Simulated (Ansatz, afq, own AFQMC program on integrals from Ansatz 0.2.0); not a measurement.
AFQMC on a folder of integrals that Ansatz 0.2.0 wrote.

```yaml
crystal:
  periodic: [false, false, false]
  atoms:
    - {symbol: O, position_ang: [1.643272, -1.826624, 0.663325]}
    - {symbol: H, position_ang: [1.130728, -2.598636, 0.923783]}
    - {symbol: H, position_ang: [2.054080, -1.548170, 1.488092]}
basis:
  gaussian: {orbitals: def2-TZVP}
magnetization: {spin_polarized: false}
correlation: {method: ccsd_t, electrons: outside_noble_gas, hamiltonian_folder: ham}
```

```sh
$ ansatz run in.yaml --threads 1 --pin off --events-out ev --progress --plain --max-ram 15360MiB --backend cuda --devices 0, --max-vram 18GiB
```

Options of the walk:

```
--method free --trial cisd --walkers 4000 --time-step 0.03 --max-blocks 4000 --target-error 0.0002 --factor-cut 1e-05 --seed 4865 --times 0,0.3,0.6,1.2,1.8,2.4,3.6,4.8,6 --taylor-order 8
```

Times are imaginary, in 1/Eh. The walk had a cap of 61 s.

```
orbitals 42  electrons 4 4  factors 302 of 304
reference energy -76.05852478 Eh
CCSD correlation -0.26106990 Eh in 9 cycles, weight of the determinant in the CISD state 0.9389
repeat  energy at the last time / Eh  error
    10  -76.327018  0.000346
    20  -76.326897  0.000268
    30  -76.327028  0.000263
    40  -76.326853  0.000211
    50  -76.326846  0.000176
time / (1/Eh)  energy / Eh  error  mean overlap
  0.00  -76.319620  0.000042  1.0649
  0.30  -76.325761  0.000039  1.0617
  0.60  -76.326757  0.000039  1.0577
  1.20  -76.326901  0.000056  1.0566
  1.80  -76.327116  0.000067  1.0532
  2.40  -76.327063  0.000063  1.0507
  3.60  -76.327239  0.000091  1.0428
  4.80  -76.326948  0.000141  1.0450
  6.00  -76.326830  0.000173  1.0459
energy -76.326830 +/- 0.000173 Eh
```

(1) Estimate how long the walk took on 1 × NVIDIA H100 80GB HBM3 with 2 threads of AMD EPYC 7R13 Processor (Zen 3) (shared host) (the card was shared).

The run passed its tests (error under three times the target), which doesn't prove that it has relaxed.

Against this walk (error 4.7 meV) on the same determinant: CCSD(T) 6.8 meV higher (within the noise), CCSDT(Q) 6.8 meV lower (within the noise), CCSDTQ 5.5 meV lower (within the noise). The error is statistical, and a free projection of finite length keeps a remainder of its start.

Cautions: remainder of the start not in the error.

## Answers

(1) 23 s of wall time.

CCSDT and higher add their correlation energy to the determinant of the CCSD(T) run, since their own runs factorise the integrals more tightly (a shift of under 2 meV). A walk keeps the symmetry of its determinant, which the program's search chose and which needn't be the lowest solution, so a lower state of the same spin and another symmetry isn't excluded.
